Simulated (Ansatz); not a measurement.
A nudged elastic band was laid between two geometries of C3H8OS (13 atoms, charge 0, multiplicity 1).

Theory: RKS PBE0/def2-SVP in Ansatz 0.2.0.

- movable images: 9
- climbing image: yes
- spring: 5.0 eV/Å²
- optimiser: quadratic models (default)
- start path: through a guess of the saddle point
- force threshold: 0.03 eV/Å
- iteration limit: 60
- end points: relaxed

Image 0:

```xyz
13
Properties=species:S:1:pos:R:3
O -1.505 1.467 1.353
C -1.082 0.234 0.843
C 0.107 0.358 -0.100
C 0.632 -0.986 -0.575
S 1.976 -0.886 -1.796
H -1.793 2.013 0.613
H -0.803 -0.381 1.715
H -1.906 -0.308 0.333
H -0.175 0.964 -0.979
H 0.904 0.917 0.419
H 0.955 -1.609 0.275
H -0.159 -1.552 -1.094
H 2.869 -0.266 -0.994
```

Image 10:

```xyz
13
Properties=species:S:1:pos:R:3
O -2.042 0.736 0.317
C -0.864 0.543 1.056
C 0.391 0.485 0.194
C 0.384 -0.673 -0.789
S 1.822 -0.744 -1.900
H -2.276 -0.094 -0.109
H -0.785 1.398 1.746
H -0.927 -0.365 1.691
H 0.493 1.430 -0.364
H 1.271 0.408 0.856
H 0.277 -1.640 -0.269
H -0.474 -0.581 -1.474
H 2.750 -0.940 -0.939
```

Q: Which bonds break or form, and what moves?

A: No bond is made or broken. The dihedral O1–C2–C3–H10 goes from 53 to 176°.

Q: Give the energies along the band, and the barrier.

A: It converged. The highest image is number 5 of 0 to 10, 0.164 eV above the ends, which have the same energy within 2 meV. A vibrational analysis at the climbing image gives one clearly imaginary mode, 140i cm⁻¹: a first-order saddle point.

```json
{"image": "0", "path coordinate (Å)": "0.00", "energy (eV)": "0.000", "dihedral O1–C2–C3–H10 (°)": "53"}
{"image": "1", "path coordinate (Å)": "0.45", "energy (eV)": "0.013", "dihedral O1–C2–C3–H10 (°)": "64"}
{"image": "2", "path coordinate (Å)": "0.90", "energy (eV)": "0.050", "dihedral O1–C2–C3–H10 (°)": "75"}
{"image": "3", "path coordinate (Å)": "1.35", "energy (eV)": "0.102", "dihedral O1–C2–C3–H10 (°)": "88"}
{"image": "4", "path coordinate (Å)": "1.80", "energy (eV)": "0.146", "dihedral O1–C2–C3–H10 (°)": "101"}
{"image": "5", "path coordinate (Å)": "2.24", "energy (eV)": "0.164", "dihedral O1–C2–C3–H10 (°)": "114"}
{"image": "6", "path coordinate (Å)": "2.73", "energy (eV)": "0.145", "dihedral O1–C2–C3–H10 (°)": "128"}
{"image": "7", "path coordinate (Å)": "3.21", "energy (eV)": "0.096", "dihedral O1–C2–C3–H10 (°)": "142"}
{"image": "8", "path coordinate (Å)": "3.69", "energy (eV)": "0.044", "dihedral O1–C2–C3–H10 (°)": "155"}
{"image": "9", "path coordinate (Å)": "4.17", "energy (eV)": "0.011", "dihedral O1–C2–C3–H10 (°)": "167"}
{"image": "10", "path coordinate (Å)": "4.66", "energy (eV)": "0.000", "dihedral O1–C2–C3–H10 (°)": "176"}
```

Q: What is the geometry of the highest image?

A: 
```xyz
13
Properties=species:S:1:pos:R:3:forces:R:3
O -1.890 1.352 0.796 0.00 0.00 0.01
C -0.953 0.334 1.025 -0.01 0.01 -0.01
C 0.283 0.406 0.110 0.00 0.00 0.00
C 0.512 -0.860 -0.701 -0.01 0.00 -0.01
S 1.874 -0.760 -1.902 0.00 0.00 0.01
H -2.244 1.242 -0.093 0.01 -0.01 0.00
H -0.652 0.438 2.079 0.00 0.00 0.00
H -1.420 -0.670 0.940 0.00 0.00 0.00
H 0.158 1.263 -0.572 0.00 0.00 0.00
H 1.190 0.628 0.697 0.00 0.00 0.00
H 0.668 -1.732 -0.046 0.00 0.00 0.00
H -0.372 -1.091 -1.318 0.00 0.00 0.00
H 2.864 -0.584 -1.000 0.01 0.00 0.00
```

Q: What are the harmonic wavenumbers there?

A: 140i, 99, 199, 236, 306, 354, 469, 708, 740, 839, 913, 1033, 1038, 1095, 1125, 1172, 1223, 1261, 1295, 1345, 1392, 1419, 1450, 1460, 1488, 2709, 2990, 3065, 3073, 3112, 3122, 3138, 3880 cm⁻¹.

Run time: 2.7 min on 2 threads of Intel(R) Xeon(R) Platinum 8488C (Sapphire Rapids), with other jobs on the host, peak memory 0.28 GiB.
